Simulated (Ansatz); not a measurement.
# C2H5O (doublet): wave-function methods side by side, 6-31G*

Aim: climb from Hartree-Fock through coupled cluster and multireference methods for C2H5O (doublet) at one geometry and basis, and see what each rung misses.

Program: Ansatz 0.2.0, Gaussian basis. Level of theory: 6-31G*, core rule «outside noble gas», up to 3 orbitals frozen. These are calculated values, not measurements.

Plan: UHF; CCSD(T) on ROHF; CCSD(T) on UHF; BCCD(T) on ROHF; CISD; CCSDT(Q) on ROHF; CCSDT(Q) on UHF; CASSCF and MRCISD+Q, 9 electrons in 9 orbitals; CASSCF and NEVPT2, 9 electrons in 9 orbitals.

18 further runs of the same task are left out: 1 that didn't finish, 17 set aside as unsound or not needed.

## 1. The geometry

The geometry is an MP2(full)/6-31G* stationary point (not a proven minimum).

8 atoms, charge 0, spin multiplicity 2.

Atoms are counted from 1 here; the program's logs count them from 0.

Bond lengths: C1–C2 1.532 Å, C1–H6 1.092 Å, C1–H7 1.091 Å, C1–H8 1.091 Å, C2–O3 1.390 Å, C2–H4 1.098 Å, C2–H5 1.098 Å. Angles: C2–C1–H6 109.3°, C2–C1–H7 110.3°, C2–C1–H8 110.3°, H6–C1–H7 109.0°, H6–C1–H8 109.0°, H7–C1–H8 109.0°, C1–C2–O3 106.0°, C1–C2–H4 109.6°, C1–C2–H5 109.6°, O3–C2–H4 111.0°, O3–C2–H5 111.0°, H4–C2–H5 109.5°.

## 2. UHF

File in.yaml:

```yaml
crystal:
  periodic: [false, false, false]
  atoms:
    - {symbol: C, position_ang: [1.093710, -0.571095, 0.000000]}
    - {symbol: C, position_ang: [0.088953, 0.585859, 0.000000]}
    - {symbol: O, position_ang: [-1.171109, -0.002103, 0.000000]}
    - {symbol: H, position_ang: [0.235909, 1.201849, 0.896529]}
    - {symbol: H, position_ang: [0.235909, 1.201849, -0.896529]}
    - {symbol: H, position_ang: [2.108316, -0.166932, 0.000000]}
    - {symbol: H, position_ang: [0.958293, -1.189664, 0.888071]}
    - {symbol: H, position_ang: [0.958293, -1.189664, -0.888071]}
basis:
  gaussian: {orbitals: "6-31G*"}
magnetization: {spin_polarized: true, initial_magnetization: 1}
hamiltonian: {xc: hf}
output: {orbitals: {seedname: orbitals}}
```

Started as:

```
$ ansatz run in.yaml --threads 1 --pin off --events-out ev --progress --plain --max-ram 4096MiB --backend cpu
```

After this run come: CCSD(T) on ROHF; CCSD(T) on UHF; BCCD(T) on ROHF; CISD; CCSDT(Q) on ROHF; CCSDT(Q) on UHF; CASSCF and MRCISD+Q, 9 electrons in 9 orbitals; CASSCF and NEVPT2, 9 electrons in 9 orbitals.

**Question.** What will the summary of the whole plan be? Wanted: UCCSDT(Q) below the RHF energy; RMP2 from UCCSDT(Q); UMP2 from UCCSDT(Q); RCCSD from UCCSDT(Q); RCCSD(T) from UCCSDT(Q); UCCSD(T) from UCCSDT(Q); RCCSDT(Q) from UCCSDT(Q); NEVPT2 frontier from UCCSDT(Q); MRCISD+Q frontier from UCCSDT(Q).

As calculated:

| quantity | value |
| --- | --- |
| UCCSDT(Q) below the RHF energy | -12.3411 eV |
| RMP2 from UCCSDT(Q) | +1442.1 meV |
| UMP2 from UCCSDT(Q) | +1444.6 meV |
| RCCSD from UCCSDT(Q) | +331.4 meV |
| RCCSD(T) from UCCSDT(Q) | +41.2 meV |
| UCCSD(T) from UCCSDT(Q) | +41.0 meV |
| RCCSDT(Q) from UCCSDT(Q) | +1.3 meV |
| NEVPT2 frontier from UCCSDT(Q) | +1361.8 meV |
| MRCISD+Q frontier from UCCSDT(Q) | +170.1 meV |
| levels within 1 kcal/mol (43 meV) | RCCSD(T), UCCSD(T), BCCD(T), RCCSDT, UCCSDT, RCCSDT(Q) |
| T1 diagnostic | 0.018 |

What this shows: RCCSD(T) misses by +41.2 meV, 0.3 % of the correlation energy. Of the multireference levels listed MRCISD+Q frontier comes nearest in total energy (+170.1 meV), which doesn't show that its space is the better one. These misses are within one basis, not against nature; the frozen cores of restricted and unrestricted runs differ, which can shift their rows.
